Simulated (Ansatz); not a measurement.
# CH5Si (SMILES C[SiH2]): where methods fail along a bond

CH5Si has 7 atoms, charge 0, and is taken as a doublet. As SMILES, `C[SiH2]`. Geometry: relaxed at PBE0-D4/def2-TZVP.

| atom | x (Å) | y (Å) | z (Å) |
| --- | --- | --- | --- |
| C | -0.1226 | -0.8032 | 0.0952 |
| Si | 0.1762 | 1.0348 | 0.3140 |
| H | -0.2048 | -1.0549 | -0.9666 |
| H | 0.6992 | -1.3833 | 0.5195 |
| H | -1.0471 | -1.1077 | 0.5895 |
| H | -0.9515 | 1.8464 | -0.2257 |
| H | 1.4506 | 1.4680 | -0.3260 |

The C1–Si2 distance is scanned; the parts on either side stay rigid. Basis STO-3G, 6 core orbitals frozen in the correlated methods; program Ansatz 0.2.0. FCI is exact within this basis and core. Energies in eV from each method's value at 1.875 Å; open shells run as named. The shape above is that at 1.875 Å.

| distance (Å) | U-revPBE | U-r2SCAN0 | UHSE06 | UMP2 | UBCCD(T) | UCCSDTQ | FCI |
| --- | --- | --- | --- | --- | --- | --- | --- |
| 1.875 | 0.00 | 0.00 | 0.00 | 0.00 | 0.00 | 0.00 | 0.00 |
| 2.344 | 1.27 | 1.61 | 1.53 | 1.59 | 1.41 | 1.40 | 1.40 |
| 2.812 | 3.20 | 3.73 | 3.67 | 3.83 | 3.36 | 3.34 | 3.34 |
| 3.750 | 4.56 | 4.67 | 4.76 | 4.36 | 4.20 | 4.20 | 4.20 |
| 4.687 | 4.64 | 4.71 | 4.81 | 4.38 | 4.21 | 4.21 | 4.21 |

Departure from the FCI curve at its largest: U-revPBE +0.43 eV at 4.69 Å; U-r2SCAN0 +0.50 eV at 4.69 Å; UHSE06 +0.60 eV at 4.69 Å; UMP2 +0.49 eV at 2.81 Å; UBCCD(T) +0.03 eV at 2.81 Å; UCCSDTQ within 0.005 eV. For the functionals part of the departure is owed to the small basis.
